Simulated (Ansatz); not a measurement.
## Reading a saddle point

A first-order saddle point of CH₄F, doublet, PBE0-D4/def2-TZVP, with one imaginary mode of 1258i cm⁻¹:

```csv
atom,x (Å),y (Å),z (Å)
H1,0.2908,0.5280,0.6964
C2,-0.2124,-0.2154,-0.3453
F3,0.7105,-1.1507,-0.6398
H4,0.6748,0.9924,1.3927
H5,-0.3376,0.5019,-1.1556
H6,-1.1261,-0.6562,0.0516
```

Ansatz 0.2.0; basis: def2-TZVPP and def2-QZVPP; cores frozen in the correlated methods; orbitals are unrestricted. Extrapolation: Hartree–Fock as exp(−7.88 √X), correlation as X^−2.97.

Task: Which contacts change along the imaginary mode, and what lies on either side? (Judge from chemistry; the calculation decides.)

Result: By the calculation: The step is CH₃F ([CH3][F]) + H → CH₂F ([CH2][F]) + H₂, with the molecules in contact on both sides. Shortening one way: H1–H4; lengthening the same way: H1–C2.
```
 pair  one side (Å)  saddle (Å)  other side (Å)
H1–H4          2.93        0.92            0.75
H1–C2          1.09        1.38            3.30
```

Task: Which side is lower, and how far does the saddle lie above each? (To be estimated.)

Result: By the calculation: The side with H1–H4 short is lower by 4.0 kJ/mol; the saddle lies 60.5 kJ/mol above it and 56.5 kJ/mol above the other (CCSD(T) at an estimated basis limit (MP2 extrapolated from triple and quadruple zeta, plus CCSD(T) − MP2 in triple zeta); electronic energies).

T1 diagnostic: at most 0.016. ⟨S²⟩ of the unrestricted Hartree–Fock references: 0.75 to 0.79 (a pure state has 0.75).

Labels in which every atom is bracketed show which atoms are joined, not bond orders.

For scale, one of the runs: CCSD(T)/def2-TZVPP, 118 basis functions, launched by `ansatz run in.yaml --threads 2 --pin off --events-out ev --progress --plain --max-ram 4352MiB`. The run took 16 s on 2 CPU threads of an Arm Neoverse V2 (shared host), with 1.1 GiB of host memory at its peak.
